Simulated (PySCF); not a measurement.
1,2-dichloroethane, C₂H₄Cl₂.
SMILES with atom numbers: `[Cl:1][CH2:2][CH2:3][Cl:4]` (hydrogens: H5, H6 on C2; H7, H8 on C3)

All values: PBE0/pcSseg-1 and PBE0/def2-SVPD (PySCF, non-relativistic), on one gas-phase PBE0-D3(BJ)/def2-SVP geometry that isn't relaxed in the solvent. The solvent is an IEF-PCM continuum (Bondi radii, 1.10 Å for H, scaled by 1.2). Only the electrostatic response of the medium enters.

Gas phase at PBE0/pcSseg-1: HOMO -8.76 eV, LUMO 0.28 eV, dipole 0.00 D.

Problem. What does the continuum do to the energy, the frontier levels and the dipole at PBE0/pcSseg-1 in chloroform, tetrahydrofuran and acetone?

Solution. 
| solvent | ε | E(solvent) − E(gas) (kcal/mol) | polarisation term (kcal/mol) | distortion of the solute (kcal/mol) | HOMO (eV) | LUMO (eV) | dipole (D) |
| --- | --- | --- | --- | --- | --- | --- | --- |
| chloroform | 4.711 | -2.64 | -2.88 | 0.24 | -8.70 | 0.40 | 0.00 |
| tetrahydrofuran | 7.426 | -3.02 | -3.33 | 0.31 | -8.69 | 0.42 | 0.00 |
| acetone | 20.49 | -3.46 | -3.87 | 0.41 | -8.69 | 0.43 | 0.00 |

The first energy column is the sum of the next two and covers electrostatics alone. From chloroform to acetone the lowering changes by a factor 1.31, Onsager's factor (ε − 1)/(2ε + 1) by 1.30 and ε itself by 4.3. Charge and dipole vanish, so a point-dipole model would give no lowering at all.

Problem. Which Hirshfeld charges (PBE0/pcSseg-1) respond most in acetone (means over atoms taken as equivalent)?

Solution. 
| atoms | environment | gas (e) | solvent (e) | change |
| --- | --- | --- | --- | --- |
| Cl1/Cl4 | alkyl chlorine | -0.062 | -0.081 | -0.019 |
| H5/H6/H7/H8 | methylene hydrogen | +0.050 | +0.057 | +0.007 |
| C2/C3 | sp3 C–Cl carbon | -0.038 | -0.033 | +0.005 |

Gas phase at PBE0/def2-SVPD: HOMO -8.80 eV, LUMO -0.07 eV, dipole 0.00 D.

Problem. What does the continuum do to the energy, the frontier levels and the dipole at PBE0/def2-SVPD in chloroform and acetone?

Solution. 
```json
{"solvent": "chloroform", "ε": "4.711", "E(solvent) − E(gas) (kcal/mol)": "-2.79", "polarisation term (kcal/mol)": "-3.06", "distortion of the solute (kcal/mol)": "0.27", "HOMO (eV)": "-8.74", "LUMO (eV)": "0.02", "dipole (D)": "0.00"}
{"solvent": "acetone", "ε": "20.49", "E(solvent) − E(gas) (kcal/mol)": "-3.66", "polarisation term (kcal/mol)": "-4.13", "distortion of the solute (kcal/mol)": "0.47", "HOMO (eV)": "-8.73", "LUMO (eV)": "0.03", "dipole (D)": "0.00"}
```

Problem. How does the static polarisability (PBE0/def2-SVPD, frozen core, with the continuum's full static response) change?

Solution. 
```tsv
medium	isotropic (au)	principal values (au)	⟨r²⟩ of the electrons (bohr²)
gas	55.3	44.8, 47.6, 73.4	713.8
chloroform	67.6	55.8, 58.9, 88.2	714.6
acetone	72.7	61.0, 63.9, 93.1	714.9
```

The isotropic value in acetone is 1.32 times the gas-phase one; no cavity-field correction is applied. ⟨r²⟩ is taken about the centre of nuclear charge.

Conformer computed: `[Cl:1][CH2:2][CH2:3][Cl:4]`: Cl1–C2–C3–Cl4 180°.
